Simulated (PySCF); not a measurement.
Consider `C=C(C)C` (C4H8). Coordinates in Å; atoms count from 1 in this order:
```
C     1.3621   -0.5233    0.5316
C     0.1881   -0.0724    0.0701
C    -1.1166   -0.7077    0.4494
C     0.0932    1.1004   -0.8603
H     2.3066   -0.0508    0.2471
H     1.4177   -1.3802    1.2090
H    -1.7783    0.0223    0.9459
H    -0.9779   -1.5622    1.1263
H    -1.6560   -1.0605   -0.4461
H     1.0809    1.5201   -1.0967
H    -0.3946    0.8112   -1.8068
H    -0.5261    1.9007   -0.4208
```

Energies: PBE0-D3(BJ)/ma-def2-TZVP (PySCF, density fitting, integration grid level 2) on PBE0-D3(BJ)/ma-def2-SVP structures. Thermal corrections: PBE0-D3(BJ)/ma-def2-SVP frequencies, unscaled, ideal gas at 298.15 K and 1 bar, quasi-RRHO entropy.

**Question.** Rank these of its positions by gas-phase deprotonation enthalpy, most acidic first.
A. C3 (allylic carbon)
B. C1 (alkene carbon)

**Answer.** A (1633 kJ/mol), B (1715 kJ/mol).

**Question.** For C3 (allylic carbon), what are ΔE (electronic) and ΔG(298 K) of the loss of the proton?

**Answer.** ΔE = 1669 and ΔG = 1597 kJ/mol, beside ΔH = 1633 kJ/mol. The product is `C=C([CH2-])C`.

Caveats: one E/Z form of each vinyl-type anion was tried, and another may lie lower.
